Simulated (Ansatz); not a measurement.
**C₄H₅N: a ladder of functionals and wavefunction methods**

Aim: compute C₄H₅N with functionals from several rungs and with coupled cluster. The yardstick is the atomisation energy at the CCSD(T) limit.

Program: Ansatz 0.2.0, Gaussian basis. Level of theory: functionals in def2-TZVPP, the program's frozen cores in correlated methods. These are calculated values, not measurements.

Levels to be run: LDA (SPW92), PBE-D4, revPBE-D4, BLYP-D4, r2SCAN-D4, B97M-V, PBE0-D4, B3LYP-D4, r2SCANh-D4, r2SCAN0-D4, HSE06-D4, BHLYP-D4, CAM-B3LYP-D4, LC-ωPBE, ωB97X-V, ωB97M-V, B2PLYP, PBE-QIDH; CCSD(T)/def2-SVP; CCSD(T)/def2-TZVPP; MP2/def2-QZVPP; extrapolation to the limit; RPA on PBE.

**1. The geometry**

All runs share one geometry, relaxed beforehand with PBE0-D4 in a triple-zeta def2 set.

SMILES `C=CN1C=C1`, 10 atoms, charge 0, spin multiplicity 1.

Atoms are counted from 1 here; the program's logs count them from 0.

Bond lengths: C1–C2 1.326 Å, C1–H6 1.082 Å, C1–H7 1.085 Å, C2–N3 1.414 Å, C2–H8 1.087 Å, N3–C4 1.489 Å, N3–C5 1.491 Å, C4–C5 1.272 Å, C4–H9 1.074 Å, C5–H10 1.074 Å. Angles: C2–C1–H6 121.1°, C2–C1–H7 121.5°, H6–C1–H7 117.4°, C1–C2–N3 125.8°, C1–C2–H8 121.3°, N3–C2–H8 112.7°, C2–N3–C4 116.6°, C2–N3–C5 115.7°, C4–N3–C5 50.6°, N3–C4–C5 64.8°, N3–C4–H9 137.8°, C5–C4–H9 157.1°, N3–C5–C4 64.6°, N3–C5–H10 138.7°, C4–C5–H10 156.2°.

**2. LDA**

This LDA is Slater exchange with PW92 correlation.

File in.yaml:

```yaml
crystal:
  periodic: [false, false, false]
  atoms:
    - {symbol: C, position_ang: [-1.284472, -0.101687, -0.932419]}
    - {symbol: C, position_ang: [-0.334025, -0.863990, -0.408194]}
    - {symbol: N, position_ang: [0.961304, -0.434826, -0.039235]}
    - {symbol: C, position_ang: [1.111943, 0.130331, 1.329885]}
    - {symbol: C, position_ang: [1.072142, 0.988386, 0.391251]}
    - {symbol: H, position_ang: [-2.219425, -0.528639, -1.270815]}
    - {symbol: H, position_ang: [-1.152758, 0.969153, -1.049611]}
    - {symbol: H, position_ang: [-0.468099, -1.936998, -0.295845]}
    - {symbol: H, position_ang: [1.240607, -0.234664, 2.332172]}
    - {symbol: H, position_ang: [1.155882, 1.961833, -0.054388]}
basis:
  gaussian: {orbitals: def2-TZVPP}
hamiltonian: {xc: lda}
output: {orbitals: {seedname: orbitals}}
```

Run with:

```
$ ansatz run in.yaml --threads 2 --pin off --events-out ev --progress --plain --max-ram 4352MiB
```

Further steps of the session: PBE-D4 (GGA); revPBE-D4 (GGA); BLYP-D4 (GGA); r2SCAN-D4 (meta-GGA); B97M-V (meta-GGA); PBE0-D4 (hybrid); B3LYP-D4 (hybrid); r2SCANh-D4 (hybrid); r2SCAN0-D4 (hybrid); HSE06-D4 (hybrid); BHLYP-D4 (hybrid); CAM-B3LYP-D4 (range-separated); LC-ωPBE (range-separated); ωB97X-V (range-separated); ωB97M-V (range-separated); B2PLYP (double hybrid); PBE-QIDH (double hybrid); CCSD(T) in def2-SVP; CCSD(T) in def2-TZVPP; MP2 in def2-QZVPP; RPA on PBE orbitals.

Before running them: what should the planned runs give, taken together? Wanted: atomisation energy, CCSD(T)/CBS; farthest beyond LDA; mean size of error, GGA; mean size of error, meta-GGA; mean size of error, hybrid; mean size of error, range-separated; mean size of error, double hybrid; gap, smallest and largest; T1 diagnostic.

As calculated:

| quantity | value |
| --- | --- |
| atomisation energy, CCSD(T)/CBS | 42.177 eV |
| functionals within 0.211 eV (0.5 %) | B97M-V, r2SCANh-D4, ωB97X-V, PBE-QIDH |
| farthest beyond LDA | PBE-D4 (+1.977 eV) |
| mean size of error, GGA | 1.090 eV |
| mean size of error, meta-GGA | 0.218 eV |
| mean size of error, hybrid | 0.685 eV |
| mean size of error, range-separated | 0.250 eV |
| mean size of error, double hybrid | 0.123 eV |
| gap, smallest and largest | 3.21 eV (LDA (SPW92)), 10.68 eV (LC-ωPBE) |
| T1 diagnostic | 0.0122 |
| triples share of the correlation energy | 4.8 % |

**Reading.** LDA overbinds by 7.452 eV (18 %). PBE-D4 misses by +1.977 eV. Double hybrids carry the basis error of their MP2 part in triple zeta, and no dispersion term here, so their miss is partly the set-up's. By mean error the best rung here is double hybrid (0.123 eV) and the worst beyond LDA is GGA (1.090 eV). The gap between the best rungs is small, so their order is not settled. Misses under about 0.211 eV are within the doubt on the reference itself, which lacks core-valence correlation, relativity and higher excitations. Hartree-Fock recovers 69 % of the binding; the rest is correlation. CCSD(T) in def2-SVP is off by -2.033 eV, so the small basis spoils what the method gains. Orbital gaps span 3.2 to 10.7 eV; exact exchange widens them. The restricted reference is unstable towards a spin-broken one.
